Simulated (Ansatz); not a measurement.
Results of PBE-D4 (Ansatz, a quantum-chemistry and plane-wave program, plane waves, PAW) for In2O3 (Ia-3, No. 206).

Run with plane-wave cutoff 500 eV, 6×6×6 k mesh, gaussian smearing 0.02 eV, scalar-relativistic PAW data made under PBE.

Cell (relaxed at this level):

In2O3 is taken in the cubic space group Ia-3 (No. 206), the bixbyite structure, Pearson symbol cI80. Conventional cell: a = b = c = 10.2175 Å, α = β = γ = 90.00°. In1 on 24d has 6 O at 2.147–2.243 Å. In2 on 8b is coordinated by 6 O at 2.196 Å (octahedral). O on 48e sees 4 In at 2.147–2.243 Å. (Neighbours: up to the widest gap in distance over summed covalent radii, below 1.35, at either atom; cation-cation and far metal-metal contacts left out.)
(The calculation used a cell of 40 atoms; values per cell refer to that cell.)

**Question.** What does this level give for the band gap?

**Answer.** 
band gap: 1.05 eV (on the SCF k mesh)

Measured, for comparison: band gap 2.93 ± 0.1 eV (room temperature, no zero-point or thermal correction; as tabulated in King et al. (2009), doi:10.1103/physrevb.79.205211).

Note: the relaxation could not lower the start's symmetry, so the cell can be a saddle point above a distorted one.

Spin–orbit coupling is not included.
